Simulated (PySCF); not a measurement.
**Dipole moment and polarisability of `CCP(C)(C)=O`**

Species: C4H11OP.
Atom-mapped SMILES: `[CH3:1][CH2:2][P:3]([CH3:4])([CH3:5])=[O:6]` (hydrogens: H7, H8, H9 on C1; H10, H11 on C2; H12, H13, H14 on C4; H15, H16, H17 on C5)

Geometry (GFN2-xTB, Å), atoms numbered from 1 in this order:
```xyz
17
C4H11OP angstrom
C      2.0766   -0.8059   -0.0458
C      1.0736    0.0951    0.6562
P     -0.3433    0.4472   -0.4711
C     -1.2947   -1.1152   -0.6123
C     -1.4303    1.5743    0.4857
O      0.0660    0.9946   -1.7708
H      1.6774   -1.8111   -0.1654
H      3.0060   -0.8697    0.5171
H      2.2923   -0.4033   -1.0338
H      1.5286    1.0650    0.8755
H      0.7245   -0.3437    1.5907
H     -0.6980   -1.8308   -1.1738
H     -2.1955   -0.8976   -1.1834
H     -1.5591   -1.5263    0.3569
H     -1.7310    1.1487    1.4376
H     -0.8915    2.5056    0.6482
H     -2.3086    1.7851   -0.1212
```

Level: CAM-B3LYP/def2-SVPD (PySCF), static field, nuclei fixed, core orbitals frozen in the response. The polarisability tensor in these axes (au):

```
x   80.06 -3.65  0.58
y   -3.65 75.06  1.91
z    0.58  1.91 70.48
```

**Question.** What are the eigenvalues, a third of the trace, and Δα (Δα² = ½Σ(αi − αj)² over the three pairs)?

**Answer.** Principal values 69.43, 74.17 and 81.99 au; mean 75.20 au = 11.14 Å³ = 12.40 × 10⁻⁴⁰ C²·m²/J; Δα = 10.99 au (15 % of the mean).

**Question.** What is the dipole moment, and where does it point?

**Answer.** (-1.07, -1.68, 3.84) D, 4.33 D in size, pointing from the negative to the positive side. Measured along this direction, the outermost atoms are O6 at the negative end and H11, H14 and H15 at the positive end.

**Question.** Along which axes do the principal values lie, and how far do the nuclei extend along each?

**Answer.** Largest value along (0.88, -0.47, -0.03), where the nuclei span 5.91 Å; middle along (0.43, 0.77, 0.47), 4.15 Å; least along (-0.19, -0.43, 0.88), 3.41 Å. The response follows the extents in order.

**Question.** Molar refractivity from α?

**Answer.** Lorentz–Lorenz: R = (4π/3)N_A α = 2.5225 cm³/(mol·Å³) × 11.14 Å³ = 28.1 cm³/mol, in the limit of long wavelengths.

**Question.** Find the Langevin capture rate constant for H3O+ (19.018 u) meeting this molecule (106.055 u), k = 2.342 × 10⁻⁹ cm³/s × √(α in Å³ / reduced mass in u).

**Answer.** The reduced mass is 16.13 u, so k = 1.95 × 10⁻⁹ cm³/s. The formula leaves out the permanent dipole, which adds to the capture rate.

**Question.** Form Σ f/ω² (atomic units) for the 8 lowest TDDFT singlets, given as eV and f, and set it beside the mean polarisability, which is this sum over all singlets: 7.25, 0.0355; 7.31, 0.0414; 8.07, 0.0055; 8.16, 0.0031; 8.22, 0.0027; 8.30, 0.0031; 8.37, 0.0157; 8.51, 0.0154.

**Answer.** They add up to 1.56 au, 2.1 % of the 75.20 au; the largest single term is 0.57 au, from the state at 7.31 eV. Terms in order: 0.50, 0.57, 0.06, 0.03, 0.03, 0.03, 0.17, 0.16 au. Higher excitations give the rest. The strengths listed sum to 0.123.

One conformer (not necessarily the lowest) at the GFN2-xTB geometry, without solvent, vibrations or thermal averaging.

These values come from a run that also computed excited states. The run took about 1.8 min of CPU time (one thread, shared machine).
